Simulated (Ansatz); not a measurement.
Two shapes of singlet C₄H₁₀.

Shape 1:

```xyz
14

H     0.0000    0.0000    1.1000
C     0.0000    0.0000    0.0000
C     1.4560    0.0000   -0.4701
C    -0.7280    1.2609   -0.4701
C    -0.7280   -1.2609   -0.4701
H     1.4865    0.0000   -1.5597
H     1.9601    0.8898   -0.0931
H     1.9601   -0.8898   -0.0931
H    -0.7432    1.2873   -1.5597
H    -1.7507    1.2526   -0.0931
H    -0.2094    2.1424   -0.0931
H    -0.7432   -1.2873   -1.5597
H    -0.2094   -2.1424   -0.0931
H    -1.7507   -1.2526   -0.0931
```

Shape 2:

```xyz
14

H     0.0000    0.0000    1.4738
C     0.0000    0.0000    0.3677
C     1.4538    0.0000   -0.0944
C    -0.7269    1.2590   -0.0944
C    -0.7269   -1.2590   -0.0944
H     1.5159    0.0000   -1.1960
H     1.9929    0.8896    0.2680
H     1.9929   -0.8896    0.2680
H    -0.7580    1.3128   -1.1960
H    -1.7669    1.2811    0.2680
H    -0.2260    2.1707    0.2680
H    -0.7580   -1.3128   -1.1960
H    -0.2260   -2.1707    0.2680
H    -1.7669   -1.2811    0.2680
```

Basis set: cc-pVDZ (spherical functions). Left uncorrelated: 4 orbitals. Charge 0, multiplicity 1.

Computed with Ansatz (development build ahead of 0.2.0); each method stands on the lowest determinant of its kind that the runs found.

Q: Which shape is lower in energy, and by how much in each method?

A:

```json
{"method": "RHF", "E(2) − E(1) (eV)": "-0.021"}
{"method": "RHF-MP2", "E(2) − E(1) (eV)": "-0.052"}
```

Shape 2 is lower.
